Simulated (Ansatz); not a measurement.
# BH4O (doublet): the correlation ladder at distance B1–H4 along a hydrogen transfer = 1.657 Å, cc-pVDZ

An exercise on one series of results from a longer session: the logs are not shown, and one member is left open.

Computed with Ansatz 0.2.0, Gaussian basis. Level: cc-pVDZ, core rule «outside noble gas», up to 2 orbitals frozen.

The runs, in order: UHF; CCSD(T) on ROHF; CCSD(T) on UHF; BCCD(T) on ROHF; CISD; CCSDT(Q) on ROHF; CCSDT(Q) on UHF; CASSCF and MRCISD+Q, 3 electrons in 3 orbitals; CASSCF and NEVPT2, 3 electrons in 3 orbitals.

11 further runs of the same task are left out: 4 for a mislabelled method, 6 that didn't finish, 1 set aside as unsound or not needed.

**What is computed**

The geometry derives from fragments relaxed apart (PBE0/def2-TZVP) and kept rigid, so it is no stationary point. A hydrogen atom is moved between rigid fragments.

6 atoms, charge 0, spin multiplicity 2.

Atoms are counted from 1 here; the program's logs count them from 0.

Bond lengths: B1–H2 1.193 Å, B1–H3 1.193 Å, H4–O5 1.175 Å, O5–H6 0.973 Å. Angles: H2–B1–H3 120.0°, H4–O5–H6 105.0°.

Set-up of the first run:

in.yaml reads:

```yaml
crystal:
  periodic: [false, false, false]
  atoms:
    - {symbol: B, position_ang: [-1.585034, 0.030718, 0.000000]}
    - {symbol: H, position_ang: [-2.181767, 1.064290, 0.000000]}
    - {symbol: H, position_ang: [-2.181767, -1.002853, 0.000000]}
    - {symbol: H, position_ang: [0.071966, 0.030718, 0.000000]}
    - {symbol: O, position_ang: [1.246966, 0.030718, 0.000000]}
    - {symbol: H, position_ang: [1.498825, -0.909232, 0.000000]}
basis:
  gaussian: {orbitals: cc-pVDZ}
magnetization: {spin_polarized: true, initial_magnetization: 1}
hamiltonian: {xc: hf}
output: {orbitals: {seedname: orbitals}}
```

Launch:

```sh
$ ansatz run in.yaml --threads 1 --pin off --events-out ev --progress --plain --max-ram 2393MiB
```

Steps of the session up to this table: UHF; CCSD(T) on ROHF; CCSD(T) on UHF; BCCD(T) on ROHF; CISD; CCSDT(Q) on ROHF; CCSDT(Q) on UHF; CASSCF and MRCISD+Q, 3 electrons in 3 orbitals; CASSCF and NEVPT2, 3 electrons in 3 orbitals.

One of the session's tables, all rows but one given; the rest of the session is left out.

| method | from UCCSDT(Q) (meV) |
| --- | --- |
| ROHF | +8857.0 |
| UHF | ? |
| RMP2 | +990.6 |
| UMP2 | +1059.5 |
| CISD | +902.7 |
| RCCSD | +210.5 |
| UCCSD | +203.1 |
| RCCSD(T) | +41.0 |
| UCCSD(T) | +41.2 |
| BCCD(T) | +41.0 |
| RCCSDT | +20.5 |
| UCCSDT | +19.8 |
| RCCSDT(Q) | +0.6 |
| UCCSDT(Q) | 0 |
| CASSCF pair | +8046.0 |
| NEVPT2 pair | +973.9 |
| MRCISD pair | +753.4 |
| MRCISD+Q pair | +108.3 |

Estimate the missing values for UHF.

**Answer.** from UCCSDT(Q) (meV): +8653.6. In the column «from UCCSDT(Q) (meV)» it lies between CASSCF pair (+8046.0) and ROHF (+8857.0).

Caveats from the session: Restricted and unrestricted rows rest on different reference determinants; where their highest levels disagree by more than a few hundredths of an eV, they describe different states and don't form one ladder.
